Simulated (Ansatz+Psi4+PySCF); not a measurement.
Two shapes of doublet N₂H.

Shape 1:

```xyz
3

N    -0.0664    0.6503    0.0004
N    -0.0561   -0.5174   -0.0076
H     0.8700   -0.9803   -0.0075
```

Shape 2:

```xyz
3

N    -0.0839    0.6411   -0.0100
N    -0.0764   -0.5389    0.0173
H     0.8668   -1.0097    0.0161
```

Basis set: cc-pVTZ (spherical functions). Frozen core: 2 orbitals. Correlation on ROHF uses semicanonical orbitals with singles. Charge 0, multiplicity 2.

Computed with Ansatz (development build ahead of 0.2.0) and Psi4 1.11; each method stands on the lowest determinant of its kind that the runs found.

Which shape is lower in energy, and by how much in each method?

```csv
method,E(2) − E(1) (eV)
ROHF,0.043
UHF,0.024
ROHF-MP2,-0.003
UHF-MP2,0.076
```

Shape 1 is lower, bar methods that put the two within 0.005 eV. Caution for UHF, UHF-MP2: the unrestricted determinant is spin contaminated. Caution for UHF-MP2: large amplitudes, a single reference is doubtful.
